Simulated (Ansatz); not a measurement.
Input file for Ansatz (a program for electronic structure): R-CCSD(T)/cc-pVTZ on acetamide (SMILES CC(N)=O), a point of a torsion scan.

Ansatz 0.2 input:
```yaml
crystal:
  periodic: [false, false, false]
  atoms:
    - {symbol: C, position_ang: [-1.06153568, 0.02720029, -0.25755115]}
    - {symbol: C, position_ang: [0.17274724, -0.19404878, 0.59079989]}
    - {symbol: N, position_ang: [1.34447464, -0.06229267, -0.10146343]}
    - {symbol: O, position_ang: [0.14271585, -0.56449208, 1.73918188]}
    - {symbol: H, position_ang: [-1.12808720, 1.07516288, -0.54420579]}
    - {symbol: H, position_ang: [-1.00857728, -0.57969752, -1.15819876]}
    - {symbol: H, position_ang: [-1.94562541, -0.24346995, 0.31135035]}
    - {symbol: H, position_ang: [2.17036019, 0.16396834, 0.43067639]}
    - {symbol: H, position_ang: [1.31171989, 0.34924687, -1.02081945]}
basis:
  gaussian:
    orbitals: cc-pVTZ
magnetization: {spin_polarized: false}
correlation: {method: ccsd_t, electrons: outside_noble_gas}
scf: {lower_state_search: off}
```

Problem. What total energy does the run end on?

Solution. -208.8882 hartree (reference determinant -208.0583, T1 diagnostic 0.014).

Problem. How many basis functions does it have, and what does it roughly cost on one machine?

Solution. 190 functions; very roughly 100 core-seconds.
